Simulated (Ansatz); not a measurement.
Relaxation of BH6Si (8 atoms, charge 0, multiplicity 2), to a largest force component of 0.03 eV/Å in at most 50 steps.

Computed with UKS LDA/def2-SVP (Ansatz).

```xyz
8
Properties=species:S:1:pos:R:3
B 0.004 -0.344 -0.550
H -0.012 -0.010 1.805
H 1.103 0.164 -0.658
H -1.097 0.160 -0.662
Si -0.002 0.003 3.284
H -0.769 -1.188 3.779
H 1.423 -0.059 3.755
H -0.650 1.273 3.759
```

Problem. Where does it end, and by what steps?

Solution. The forces met the threshold. After 16 steps the energy has fallen by 2.046 eV; H2 moved furthest, 1.30 Å. Parted: H2–Si5 (1.48 → 1.93 Å). Joined: B1–H2 (2.38 → 1.27 Å), B1–Si5 (3.85 → 2.07 Å).

```
step  energy less start (eV)  largest force component (eV/Å)  accepted
   0                  0.0000                           0.898       yes
   1                 -0.1427                           0.647       yes
   2                 -0.3306                           0.734       yes
   3                 -0.5144                           0.398       yes
   4                 -0.5650                           1.716       yes
   5                 -0.8432                           0.939       yes
   6                 -1.1321                           0.806       yes
   7                 -1.4780                           1.199       yes
   8                 -1.8574                           0.567       yes
   9                 -1.9652                           0.478       yes
  10                 -2.0061                           0.495       yes
  11                 -2.0317                           0.134       yes
  12                 -2.0398                           0.130       yes
  13                 -2.0422                           0.127       yes
  14                 -2.0450                           0.042       yes
  15                 -2.0453                           0.037       yes
  16                 -2.0459                           0.008       yes
```

```xyz
8
Properties=species:S:1:pos:R:3
B -0.028 -0.008 0.630
H 0.268 -1.116 1.180
H 0.906 0.679 0.259
H -1.153 0.047 0.174
Si 0.005 0.042 2.700
H -0.972 -0.910 3.331
H 1.383 -0.209 3.242
H -0.410 1.474 2.996
```

Whether the end is a true minimum wasn't checked by a vibrational analysis.

Run time: 22 s on 1 thread of Arm Neoverse V1 (shared host), peak memory 0.12 GiB.
